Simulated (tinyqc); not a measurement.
Inside a calculation (part 1 of 2). Method: G0W0 on RHF in the sto-6g basis, for H2O, spin multiplicity 1. Computed by tinyqc, a small Python program that keeps every step (integrals from PySCF). Settings: charge = 0, multiplicity = 1, basis = sto-6g, method = RHF, energy threshold = 1e-10, iteration cap = 57, orthogonalisation = canonical, start = core, DIIS depth = 6. Command: `OMP_NUM_THREADS=1 python tinyqc.py 27486 27487 out.jsonl` (the two numbers bound the seeds that draw the settings). One thread of a shared host (Intel(R) Xeon(R) Processor @ 2.60GHz), about 0.1 s of CPU time with the checks. The early iterations of the SCF are left out here.

## One-electron integrals

Geometry (angstrom):
```
atom        x         y        z
O     0.00000   0.00000  0.00000
H     0.00000   0.76500  0.52400
H     0.00000  -0.76500  0.52400
```

Basis sto-6g: exponents (1/bohr^2) and contraction coefficients of normalised primitives:
```
element  l (shell)    exponent  coefficient
O            s (1)  1355.58423      0.00916
O            s (1)   248.54489      0.04936
O            s (1)    69.53390      0.16854
O            s (1)    23.88677      0.37056
O            s (1)     9.27593      0.41649
O            s (1)     3.82034      0.13033
O            s (2)    52.18776     -0.01325
O            s (2)    10.32932     -0.04699
O            s (2)     3.21034     -0.03379
O            s (2)     1.23514      0.25024
O            s (2)     0.53642      0.59512
O            s (2)     0.24588      0.24071
O            p (3)    52.18776      0.00376
O            p (3)    10.32932      0.03768
O            p (3)     3.21034      0.17390
O            p (3)     1.23514      0.41804
O            p (3)     0.53642      0.42586
O            p (3)     0.24588      0.10171
H            s (1)    35.52322      0.00916
H            s (1)     6.51314      0.04936
H            s (1)     1.82214      0.16854
H            s (1)     0.62596      0.37056
H            s (1)     0.24308      0.41649
H            s (1)     0.10011      0.13033
```

Overlap, kinetic and nuclear-attraction integrals over the contracted functions; the nuclear repulsion is the sum of Za Zb / Rab.

nuclear repulsion = 9.4769474 hartree

overlap S:
```
          1O 1s    1O 2s   1O 2px    1O 2py   1O 2pz    2H 1s     3H 1s
1O 1s   1.00000  0.23114  0.00000   0.00000  0.00000  0.05936   0.05936
1O 2s   0.23114  1.00000  0.00000   0.00000  0.00000  0.49660   0.49660
1O 2px  0.00000  0.00000  1.00000   0.00000  0.00000  0.00000   0.00000
1O 2py  0.00000  0.00000  0.00000   1.00000  0.00000  0.33240  -0.33240
1O 2pz  0.00000  0.00000  0.00000   0.00000  1.00000  0.22769   0.22769
2H 1s   0.05936  0.49660  0.00000   0.33240  0.22769  1.00000   0.24597
3H 1s   0.05936  0.49660  0.00000  -0.33240  0.22769  0.24597   1.00000
```

kinetic energy T (hartree):
```
           1O 1s     1O 2s   1O 2px    1O 2py   1O 2pz     2H 1s     3H 1s
1O 1s   29.32720  -0.89602  0.00000   0.00000  0.00000  -0.00118  -0.00118
1O 2s   -0.89602   0.84262  0.00000   0.00000  0.00000   0.14302   0.14302
1O 2px   0.00000   0.00000  2.53131   0.00000  0.00000   0.00000   0.00000
1O 2py   0.00000   0.00000  0.00000   2.53131  0.00000   0.25190  -0.25190
1O 2pz   0.00000   0.00000  0.00000   0.00000  2.53131   0.17255   0.17255
2H 1s   -0.00118   0.14302  0.00000   0.25190  0.17255   0.76852   0.00644
3H 1s   -0.00118   0.14302  0.00000  -0.25190  0.17255   0.00644   0.76852
```

nuclear attraction V (hartree):
```
            1O 1s      1O 2s     1O 2px     1O 2py     1O 2pz     2H 1s     3H 1s
1O 1s   -62.39970   -6.41511    0.00000    0.00000   -0.01978  -1.88946  -1.88946
1O 2s    -6.41511  -10.12330    0.00000    0.00000   -0.21746  -4.06863  -4.06863
1O 2px    0.00000    0.00000  -10.03326    0.00000    0.00000   0.00000   0.00000
1O 2py    0.00000    0.00000    0.00000  -10.21631    0.00000  -2.44124   2.44124
1O 2pz   -0.01978   -0.21746    0.00000    0.00000  -10.11914  -1.74183  -1.74183
2H 1s    -1.88946   -4.06863    0.00000   -2.44124   -1.74183  -5.96199  -1.62601
3H 1s    -1.88946   -4.06863    0.00000    2.44124   -1.74183  -1.62601  -5.96199
```

core Hamiltonian H = T + V (hartree):
```
            1O 1s     1O 2s    1O 2px    1O 2py    1O 2pz     2H 1s     3H 1s
1O 1s   -33.07250  -7.31113   0.00000   0.00000  -0.01978  -1.89064  -1.89064
1O 2s    -7.31113  -9.28069   0.00000   0.00000  -0.21746  -3.92561  -3.92561
1O 2px    0.00000   0.00000  -7.50195   0.00000   0.00000   0.00000   0.00000
1O 2py    0.00000   0.00000   0.00000  -7.68500   0.00000  -2.18934   2.18934
1O 2pz   -0.01978  -0.21746   0.00000   0.00000  -7.58783  -1.56929  -1.56929
2H 1s    -1.89064  -3.92561   0.00000  -2.18934  -1.56929  -5.19347  -1.61958
3H 1s    -1.89064  -3.92561   0.00000   2.18934  -1.56929  -1.61958  -5.19347
```

## Two-electron integrals

Functions are numbered as in S; the eight-fold symmetry (ij|kl) = (ji|kl) = (kl|ij) leaves the list below.

Two-electron integrals (ij|kl) in chemists' order, unique and non-zero (hartree):
```
(11|11) 4.78749    (21|11) 0.67588    (21|21) 0.12150    (22|11) 1.11738
(22|21) 0.24921    (22|22) 0.81738    (31|31) 0.02576    (32|31) 0.03914
(32|32) 0.18066    (33|11) 1.11738    (33|21) 0.24921    (33|22) 0.81738
(33|33) 0.88066    (41|41) 0.02576    (42|41) 0.03914    (42|42) 0.18066
(43|43) 0.04746    (44|11) 1.11738    (44|21) 0.24921    (44|22) 0.81738
(44|33) 0.78574    (44|44) 0.88066    (51|51) 0.02576    (52|51) 0.03914
(52|52) 0.18066    (53|53) 0.04746    (54|54) 0.04746    (55|11) 1.11738
(55|21) 0.24921    (55|22) 0.81738    (55|33) 0.78574    (55|44) 0.78574
(55|55) 0.88066    (61|11) 0.18546    (61|21) 0.03194    (61|22) 0.06400
(61|33) 0.06386    (61|41) 0.00128    (61|42) 0.00250    (61|44) 0.06415
(61|51) 0.00088    (61|52) 0.00171    (61|54) 0.00020    (61|55) 0.06400
(61|61) 0.00856    (62|11) 0.42470    (62|21) 0.09592    (62|22) 0.34512
(62|33) 0.33959    (62|41) 0.00628    (62|42) 0.04510    (62|44) 0.35088
(62|51) 0.00430    (62|52) 0.03089    (62|54) 0.00773    (62|55) 0.34489
(62|61) 0.02530    (62|62) 0.17665    (63|31) 0.01099    (63|32) 0.06072
(63|43) 0.00944    (63|53) 0.00647    (63|63) 0.02589    (64|11) 0.24268
(64|21) 0.05562    (64|22) 0.21345    (64|33) 0.20367    (64|41) 0.01425
(64|42) 0.08752    (64|44) 0.22967    (64|51) 0.00223    (64|52) 0.01836
(64|54) 0.01134    (64|55) 0.20701    (64|61) 0.01540    (64|62) 0.13289
(64|64) 0.12497    (65|11) 0.16623    (65|21) 0.03810    (65|22) 0.14621
(65|33) 0.13951    (65|41) 0.00223    (65|42) 0.01836    (65|44) 0.14438
(65|51) 0.01252    (65|52) 0.07330    (65|54) 0.01278    (65|55) 0.15473
(65|61) 0.01055    (65|62) 0.09103    (65|64) 0.06787    (65|65) 0.07237
(66|11) 0.54636    (66|21) 0.12566    (66|22) 0.51405    (66|33) 0.49325
(66|41) 0.01133    (66|42) 0.10868    (66|44) 0.53572    (66|51) 0.00776
(66|52) 0.07444    (66|54) 0.02909    (66|55) 0.51318    (66|61) 0.03355
(66|62) 0.32337    (66|64) 0.27829    (66|65) 0.19062    (66|66) 0.77500
(71|11) 0.18546    (71|21) 0.03194    (71|22) 0.06400    (71|33) 0.06386
(71|41) -0.00128   (71|42) -0.00250   (71|44) 0.06415    (71|51) 0.00088
(71|52) 0.00171    (71|54) -0.00020   (71|55) 0.06400    (71|61) 0.00842
(71|62) 0.02440    (71|64) 0.01343    (71|65) 0.01016    (71|66) 0.03182
(71|71) 0.00856    (72|11) 0.42470    (72|21) 0.09592    (72|22) 0.34512
(72|33) 0.33959    (72|41) -0.00628   (72|42) -0.04510   (72|44) 0.35088
(72|51) 0.00430    (72|52) 0.03089    (72|54) -0.00773   (72|55) 0.34489
(72|61) 0.02440    (72|62) 0.14356    (72|64) 0.07412    (72|65) 0.07180
(72|66) 0.21656    (72|71) 0.02530    (72|72) 0.17665    (73|31) 0.01099
(73|32) 0.06072    (73|43) -0.00944   (73|53) 0.00647    (73|63) 0.02038
(73|73) 0.02589    (74|11) -0.24268   (74|21) -0.05562   (74|22) -0.21345
(74|33) -0.20367   (74|41) 0.01425    (74|42) 0.08752    (74|44) -0.22967
(74|51) -0.00223   (74|52) -0.01836   (74|54) 0.01134    (74|55) -0.20701
(74|61) -0.01343   (74|62) -0.07412   (74|64) -0.01825   (74|65) -0.03619
(74|66) -0.09788   (74|71) -0.01540   (74|72) -0.13289   (74|74) 0.12497
(75|11) 0.16623    (75|21) 0.03810    (75|22) 0.14621    (75|33) 0.13951
(75|41) -0.00223   (75|42) -0.01836   (75|44) 0.14438    (75|51) 0.01252
(75|52) 0.07330    (75|54) -0.01278   (75|55) 0.15473    (75|61) 0.01016
(75|62) 0.07180    (75|64) 0.03619    (75|65) 0.05575    (75|66) 0.11891
(75|71) 0.01055    (75|72) 0.09103    (75|74) -0.06787   (75|75) 0.07237
(76|11) 0.16299    (76|21) 0.03711    (76|22) 0.14292    (76|33) 0.13998
(76|44) 0.14302    (76|51) 0.00272    (76|52) 0.02246    (76|55) 0.14577
(76|61) 0.00967    (76|62) 0.07105    (76|64) 0.04600    (76|65) 0.04117
(76|66) 0.13058    (76|71) 0.00967    (76|72) 0.07105    (76|74) -0.04600
(76|75) 0.04117    (76|76) 0.03407    (77|11) 0.54636    (77|21) 0.12566
(77|22) 0.51405    (77|33) 0.49325    (77|41) -0.01133   (77|42) -0.10868
(77|44) 0.53572    (77|51) 0.00776    (77|52) 0.07444    (77|54) -0.02909
(77|55) 0.51318    (77|61) 0.03182    (77|62) 0.21656    (77|64) 0.09788
(77|65) 0.11891    (77|66) 0.33968    (77|71) 0.03355    (77|72) 0.32337
(77|74) -0.27829   (77|75) 0.19062    (77|76) 0.13058    (77|77) 0.77500
```

## Orthogonalisation

S = U s U^T; canonical form X = U s^(-1/2), so that X^T S X = 1. Each column of U has its largest component positive (the first on a tie).

eigenvalues of S: 0.32327  0.39110  0.89339  1.00000  1.08096  1.36292  1.94835

X:
```
               1         2         3        4         5         6        7
1O 1s   -0.28649   0.00000   0.76916  0.00000  -0.60892   0.00000  0.15050
1O 2s    1.23768   0.00000  -0.27814  0.00000  -0.27458   0.00000  0.42636
1O 2px   0.00000   0.00000   0.00000  1.00000   0.00000   0.00000  0.00000
1O 2py   0.00000   0.97717   0.00000  0.00000   0.00000   0.67802  0.00000
1O 2pz   0.52260   0.00000   0.63708  0.00000   0.67115   0.00000  0.17867
2H 1s   -0.77664  -0.89499  -0.14915  0.00000   0.11933   0.37014  0.37209
3H 1s   -0.77664   0.89499  -0.14915  0.00000   0.11933  -0.37014  0.37209
```

## Iteration 8 (converged): orbitals

converged F (hartree):
```
            1O 1s     1O 2s    1O 2px    1O 2py    1O 2pz     2H 1s     3H 1s
1O 1s   -20.48800  -4.96305   0.00000   0.00000  -0.02943  -1.28260  -1.28260
1O 2s    -4.96305  -2.34773   0.00000   0.00000  -0.13167  -1.06061  -1.06061
1O 2px    0.00000   0.00000  -0.39446   0.00000   0.00000   0.00000   0.00000
1O 2py    0.00000   0.00000   0.00000  -0.35748   0.00000  -0.41655   0.41655
1O 2pz   -0.02943  -0.13167   0.00000   0.00000  -0.36900  -0.35106  -0.35106
2H 1s    -1.28260  -1.06061   0.00000  -0.41655  -0.35106  -0.61421  -0.40437
3H 1s    -1.28260  -1.06061   0.00000   0.41655  -0.35106  -0.40437  -0.61421
```

Diagonalise F' = X^T F X, C = X C', fill 5 alpha and 5 beta electrons from the bottom; D = 2 C_occ C_occ^T. Each column has its largest component positive (the first on a tie).

F' = X^T F X (hartree):
```
          1        2         3         4         5         6         7
1   0.25702  0.00000   1.51095   0.00000  -1.01122   0.00000   0.08092
2   0.00000  0.77967   0.00000   0.00000   0.00000   0.10640   0.00000
3   1.51095  0.00000  -9.81017   0.00000   9.07829   0.00000  -3.94800
4   0.00000  0.00000   0.00000  -0.39446   0.00000   0.00000   0.00000
5  -1.01122  0.00000   9.07829   0.00000  -9.15647   0.00000   3.93396
6   0.00000  0.10640   0.00000   0.00000   0.00000  -0.63998   0.00000
7   0.08092  0.00000  -3.94800   0.00000   3.93396   0.00000  -2.89695
```

orbital energies (hartree): MO1 -20.49132, MO2 -1.28333, MO3 -0.64791, MO4 -0.44694, MO5 -0.39446, MO6 0.61502, MO7 0.78760

coefficients C:
```
             MO1       MO2       MO3       MO4      MO5       MO6       MO7
1O 1s    0.99658  -0.22129   0.00000   0.09263  0.00000  -0.12808   0.00000
1O 2s    0.01652   0.82836   0.00000  -0.52016  0.00000   0.95361   0.00000
1O 2px   0.00000   0.00000   0.00000   0.00000  1.00000   0.00000   0.00000
1O 2py   0.00000   0.00000   0.60352   0.00000  0.00000   0.00000   1.02486
1O 2pz   0.00330   0.13247   0.00000   0.80562  0.00000   0.70340   0.00000
2H 1s   -0.00403   0.15763   0.43563   0.25784  0.00000  -0.82871  -0.86501
3H 1s   -0.00403   0.15763  -0.43563   0.25784  0.00000  -0.82871   0.86501
```

D after iteration 8:
```
           1O 1s     1O 2s   1O 2px    1O 2py    1O 2pz     2H 1s     3H 1s
1O 1s    2.10142  -0.43004  0.00000   0.00000   0.09719  -0.03004  -0.03004
1O 2s   -0.43004   1.91405  0.00000   0.00000  -0.61852  -0.00721  -0.00721
1O 2px   0.00000   0.00000  2.00000   0.00000   0.00000   0.00000   0.00000
1O 2py   0.00000   0.00000  0.00000   0.72847   0.00000   0.52583  -0.52583
1O 2pz   0.09719  -0.61852  0.00000   0.00000   1.33316   0.45717   0.45717
2H 1s   -0.03004  -0.00721  0.00000   0.52583   0.45717   0.56224  -0.19687
3H 1s   -0.03004  -0.00721  0.00000  -0.52583   0.45717  -0.19687   0.56224
```

## Convergence

Stop when the energy changes by less than 1e-10 hartree and every element of the error matrix X^T (F D S - S D F) X is below 3e-06.

Course of the cycle:
```
iteration  E (hartree)     change  largest element of the error matrix
1          -73.9356405          -                             1.04e+00
2          -75.6628121  -1.73e+00                             9.05e-02
3          -75.6685960  -5.78e-03                             1.98e-02
4          -75.6690641  -4.68e-04                             4.23e-03
5          -75.6690890  -2.49e-05                             7.58e-04
6          -75.6690898  -7.95e-07                             8.01e-05
7          -75.6690898  -4.91e-09                             3.78e-07
8          -75.6690898  -8.53e-14                             4.82e-09
```

PySCF RHF in the same basis = -75.6690898 hartree

Converged in 8 iterations.

## Integrals over molecular orbitals

(pq|rs) = sum C_ip C_jq C_kr C_ls (ij|kl), one index at a time.

one-electron integrals over orbitals h = C^T H C (hartree):
```
           1         2         3         4         5         6         7
1  -33.05860   0.56773   0.00000  -0.23149   0.00000   0.33827   0.00000
2    0.56773  -7.74342   0.00000   0.40543   0.00000  -1.43887   0.00000
3    0.00000   0.00000  -6.45804   0.00000   0.00000   0.00000  -1.72891
4   -0.23149   0.40543   0.00000  -7.12005   0.00000  -0.98553   0.00000
5    0.00000   0.00000   0.00000   0.00000  -7.50195   0.00000   0.00000
6    0.33827  -1.43887   0.00000  -0.98553   0.00000  -5.33103   0.00000
7    0.00000   0.00000  -1.72891   0.00000   0.00000   0.00000  -5.65659
```

Two-electron integrals over orbitals (pq|rs), unique and non-zero (hartree):
```
(11|11) 4.76107    (21|11) -0.42550   (21|21) 0.06163    (22|11) 1.01768
(22|21) -0.01383   (22|22) 0.73087    (31|31) 0.01123    (32|31) 0.01788
(32|32) 0.14752    (33|11) 0.80760    (33|21) -0.00413   (33|22) 0.65049
(33|33) 0.64157    (41|11) 0.18358    (41|21) -0.02337   (41|22) 0.01633
(41|33) 0.00599    (41|41) 0.02966    (42|11) -0.12310   (42|21) 0.00963
(42|22) 0.00836    (42|33) 0.00701    (42|41) 0.01993    (42|42) 0.12441
(43|31) -0.00330   (43|32) 0.01855    (43|43) 0.04496    (44|11) 1.02537
(44|21) -0.01382   (44|22) 0.68598    (44|33) 0.60822    (44|41) -0.01241
(44|42) -0.10521   (44|44) 0.80769    (51|51) 0.02673    (52|51) 0.03231
(52|52) 0.14474    (53|53) 0.02931    (54|51) -0.01300   (54|52) -0.04491
(54|54) 0.05613    (55|11) 1.11708    (55|21) -0.01119   (55|22) 0.74960
(55|33) 0.63447    (55|41) 0.00451    (55|42) -0.06305   (55|44) 0.74072
(55|55) 0.88066    (61|11) -0.26680   (61|21) 0.04133    (61|22) -0.00247
(61|33) -0.00020   (61|41) -0.00271   (61|42) 0.02011    (61|44) -0.01912
(61|55) -0.00626   (61|61) 0.03585    (62|11) 0.32806    (62|21) -0.00818
(62|22) 0.14486    (62|33) 0.07580    (62|41) 0.01875    (62|42) 0.02035
(62|44) 0.09960    (62|55) 0.16310    (62|61) 0.00422    (62|62) 0.10322
(63|31) 0.00304    (63|32) -0.04496   (63|43) -0.02717   (63|63) 0.07448
(64|11) 0.19633    (64|21) -0.00090   (64|22) 0.08960    (64|33) 0.04019
(64|41) 0.00374    (64|42) -0.01913   (64|44) 0.11128    (64|55) 0.10463
(64|61) 0.00172    (64|62) 0.06186    (64|64) 0.05927    (65|51) 0.01675
(65|52) 0.06185    (65|54) -0.00322   (65|65) 0.03982    (66|11) 0.80515
(66|21) -0.00763   (66|22) 0.61360    (66|33) 0.57455    (66|41) 0.02199
(66|42) 0.06176    (66|44) 0.54841    (66|55) 0.58764    (66|61) 0.00680
(66|62) 0.09423    (66|64) 0.04245    (66|66) 0.59712    (71|31) 0.01617
(71|32) 0.02385    (71|43) -0.00497   (71|63) 0.00399    (71|71) 0.02337
(72|31) 0.01386    (72|32) 0.03941    (72|43) -0.03230   (72|63) 0.03570
(72|71) 0.01886    (72|72) 0.06102    (73|11) 0.36530    (73|21) -0.00740
(73|22) 0.13917    (73|33) 0.09292    (73|41) -0.00105   (73|42) -0.07152
(73|44) 0.16738    (73|55) 0.18897    (73|61) -0.00688   (73|62) 0.07975
(73|64) 0.06947    (73|66) 0.03712    (73|73) 0.14944    (74|31) -0.00949
(74|32) -0.07472   (74|43) 0.00626    (74|63) 0.04290    (74|71) -0.01331
(74|72) -0.01706   (74|74) 0.06553    (75|53) 0.02378    (75|75) 0.02462
(76|31) 0.01001    (76|32) 0.10371    (76|43) 0.04405    (76|63) -0.06922
(76|71) 0.01349    (76|72) -0.00863   (76|74) -0.05678   (76|76) 0.12038
(77|11) 0.88650    (77|21) -0.00960   (77|22) 0.62981    (77|33) 0.61748
(77|41) 0.00370    (77|42) -0.01464   (77|44) 0.61857    (77|55) 0.63174
(77|61) -0.00586   (77|62) 0.07252    (77|64) 0.03847    (77|66) 0.56881
(77|73) 0.09807    (77|77) 0.62722
```

## Screening: direct RPA

With D = e_a - e_i and K = (ia|jb): diagonalise D^(1/2) (D + 4K) D^(1/2) = Z w^2 Z^T; X + Y = D^(1/2) Z w^(-1/2), each column of Z with its largest component positive (the first on a tie); E_c = (sum w - tr (D + 2K)) / 2.

D^(1/2) (D + 4K) D^(1/2) (hartree^2):
```
           1>6        1>7      2>6       2>7      3>6       3>7      4>6       4>7
1>6  448.50436    0.00000  0.10681   0.00000  0.00000  -0.15155  0.03255   0.00000
1>7    0.00000  454.78150  0.00000   0.50067  0.08274   0.00000  0.00000  -0.27291
2>6    0.10681    0.00000  4.38750   0.00000  0.00000   0.52662  0.35135   0.00000
2>7    0.00000    0.50067  0.00000   4.79426  0.23092   0.00000  0.00000  -0.10913
3>6    0.00000    0.08274  0.00000   0.23092  1.97123   0.00000  0.00000   0.21425
3>7   -0.15155    0.00000  0.52662   0.00000  0.00000   2.91882  0.34310   0.00000
4>6    0.03255    0.00000  0.35135   0.00000  0.00000   0.34310  1.37951   0.00000
4>7    0.00000   -0.27291  0.00000  -0.10913  0.21425   0.00000  0.00000   1.84773
5>6    0.00000    0.00000  0.00000   0.00000  0.00000   0.00000  0.00000   0.00000
5>7    0.00000    0.00000  0.00000   0.00000  0.00000   0.00000  0.00000   0.00000

         5>6      5>7
1>6  0.00000  0.00000
1>7  0.00000  0.00000
2>6  0.00000  0.00000
2>7  0.00000  0.00000
3>6  0.00000  0.00000
3>7  0.00000  0.00000
4>6  0.00000  0.00000
4>7  0.00000  0.00000
5>6  1.17984  0.00000
5>7  0.00000  1.51367
```

excitation energies w (hartree): 1.08620  1.13472  1.23031  1.29224  1.45854  1.66770  2.14871  2.19437  21.17792  21.32562

X + Y:
```
           1         2        3         4         5         6         7         8
1>6  0.00000  -0.00049  0.00000   0.00000   0.00000   0.00138  -0.00040   0.00000
1>7  0.00000   0.00000  0.00000   0.00205   0.00106   0.00000   0.00000  -0.00356
2>6  0.00000  -0.10411  0.00000   0.00000   0.00000  -0.35905   0.88187   0.00000
2>7  0.00000   0.00000  0.00000   0.09213  -0.05093   0.00000   0.00000   0.96800
3>6  0.00000   0.00000  0.00000  -0.60742   0.73051   0.00000   0.00000   0.05959
3>7  0.00000  -0.20270  0.00000   0.00000   0.00000   0.86347   0.26022   0.00000
4>6  0.00000   0.94838  0.00000   0.00000   0.00000   0.11448   0.09530   0.00000
4>7  0.00000   0.00000  0.00000   0.76787   0.56853   0.00000   0.00000  -0.02315
5>6  0.96404   0.00000  0.00000   0.00000   0.00000   0.00000   0.00000   0.00000
5>7  0.00000   0.00000  0.98020   0.00000   0.00000   0.00000   0.00000   0.00000

            9        10
1>6   0.99831   0.00000
1>7   0.00000   0.99890
2>6   0.00007   0.00000
2>7   0.00000   0.00035
3>6   0.00000   0.00004
3>7  -0.00009   0.00000
4>6   0.00002   0.00000
4>7   0.00000  -0.00015
5>6   0.00000   0.00000
5>7   0.00000   0.00000
```

RPA correlation energy = -0.0489697 hartree
